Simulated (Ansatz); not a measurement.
**SiH radical: basis-set convergence**

The task here is to estimate one member of a computed series from the others.

The runs use Ansatz 0.2.0, Gaussian basis; one geometry, several basis sets.

Plan: PBE0-D4/def2-SVP; ωB97M-V/def2-SVP; PBE0-D4/def2-QZVPP; ωB97M-V/def2-QZVPP; CCSD(T)/cc-pV(D+d)Z; CCSD(T)/cc-pV(T+d)Z; CCSD(T)/cc-pV(Q+d)Z; the functionals' def2-TZVPP values are taken from earlier runs.

## The relaxed structure

An earlier PBE0-D4 in a triple-zeta def2 set relaxation fixed the geometry.

2 atoms, charge 0, spin multiplicity 2.

Atoms are counted from 1 here; the program's logs count them from 0.

Bond lengths: Si1–H2 1.532 Å.

The first run:

Contents of in.yaml:

```yaml
crystal:
  periodic: [false, false, false]
  atoms:
    - {symbol: Si, position_ang: [0.000000, -0.000000, -0.007565]}
    - {symbol: H, position_ang: [-0.000000, 0.000000, 1.524125]}
basis:
  gaussian: {orbitals: def2-SVP}
magnetization: {spin_polarized: true, initial_magnetization: 1}
hamiltonian: {xc: pbe0, dispersion: d4}
output: {orbitals: {seedname: orbitals}}
```

Command:

```console
ansatz run in.yaml --threads 2 --pin off --events-out ev --progress --plain --max-ram 32768MiB --backend cpu
```

Among the steps run: PBE0-D4 in def2-SVP; ωB97M-V in def2-SVP; PBE0-D4 in def2-QZVPP; ωB97M-V in def2-QZVPP.

One table of the session follows, with a row left open; its other results are not shown here.

| functional | basis | HOMO (eV) | LUMO (eV) |
| --- | --- | --- | --- |
| PBE0-D4 | def2-SVP | -5.47 | -3.21 |
| PBE0-D4 | def2-TZVPP | -5.53 | -3.26 |
| PBE0-D4 | def2-QZVPP | -5.54 | -3.28 |
| ωB97M-V | def2-SVP | -7.05 | -1.02 |
| ωB97M-V | def2-TZVPP | -7.12 | -1.18 |
| ωB97M-V | def2-QZVPP | ? | ? |

Q: Estimate the row for ωB97M-V, def2-QZVPP from the others.

As computed: HOMO (eV): -7.16; LUMO (eV): -1.26. In the column «HOMO (eV)» it is the lowest.
